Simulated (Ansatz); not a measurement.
We consider fcc Pt, described by revPBE (Ansatz, a program for electronic structure, PAW).

Settings: plane-wave cutoff 520 eV, 24×24×24 k mesh, Fermi–Dirac smearing 0.05 eV, scalar-relativistic PAW data made under PBE.

Pressure at four volumes; x = ln(V/15.832 Å³). One pressure is withheld.

| V (Å³/atom) | x | P (GPa) |
|---|---|---|
| 14.882 | -0.0619 | ? |
| 15.198 | -0.0409 | 10.80 |
| 15.832 | 0.0000 | 0.06 |
| 16.782 | 0.0583 | -11.60 |

Question: Pass a parabola P(x) through the three rows shown, estimate the bulk modulus and its pressure derivative near zero pressure, and predict the withheld pressure.

Answer: Slopes between the rows: (0.06 − (10.80))/(0.0000 − (-0.0409)) = -262.59 and (-11.60 − (0.06))/(0.0583 − (0.0000)) = -200.00 GPa. Their difference over the span 0.0992 is c = 62.59/0.0992 = 630.9 GPa, so P(x) = 10.80 + (-262.59)(x − (-0.0409)) + 630.9 (x − (-0.0409))(x − (0.0000)). At the middle row B = −dP/dx = −[-262.59 + 630.9 × 0.0409] = 236.8 GPa, and B′ = dB/dP = 2c/B = 5.3. At x = -0.0619 the parabola gives 17.13 GPa; the run gives 17.31 GPa. The Birch–Murnaghan fit to the energies at all volumes has B0 = 235 GPa and B′ = 5.5.

Measured, for comparison: bulk modulus 289 GPa (corrected for temperature and zero-point phonon effects; as tabulated in Levämäki et al. (2014), arXiv:1402.3671). Computed (rounded) less measured: bulk modulus -19 %.

Spin–orbit coupling is not included.
